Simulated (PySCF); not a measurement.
# Potential energy of Al2 along the bond

Set-up: basis Al def2-TZVPP; no relativity; PySCF 2.14. Energies in eV from Al + Al in their ground configurations at the same level. State: ³Πu (triplet), unpaired electrons σ ↑, π ↑.

All columns are BHandHLYP.

| R (Å) | E (eV) | HOMO (eV) | LUMO (eV) | Mayer bond order | ⟨S²⟩ |
| --- | --- | --- | --- | --- | --- |
| 2.353 | -0.825 | -5.26 | -2.31 | 1.32 | 2.01 |
| 2.462 | -1.054 | -5.27 | -2.18 | 1.28 | 2.01 |
| 2.572 | -1.177 | -5.11 | -2.07 | 1.24 | 2.01 |
| 2.654 | -1.220 | -4.99 | -2.00 | 1.22 | 2.01 |
| 2.736 | -1.231 | -4.88 | -1.93 | 1.20 | 2.01 |
| 2.818 | -1.216 | -4.77 | -1.86 | 1.18 | 2.01 |
| 2.928 | -1.170 | -4.65 | -1.79 | 1.16 | 2.01 |
| 3.064 | -1.081 | -4.50 | -1.71 | 1.14 | 2.01 |
| 3.228 | -0.947 | -4.36 | -1.62 | 1.12 | 2.01 |
| 3.447 | -0.749 | -4.19 | -1.53 | 1.09 | 2.01 |

The state is the lowest determinant that a PBE0 search found; another state may lie lower at other levels.
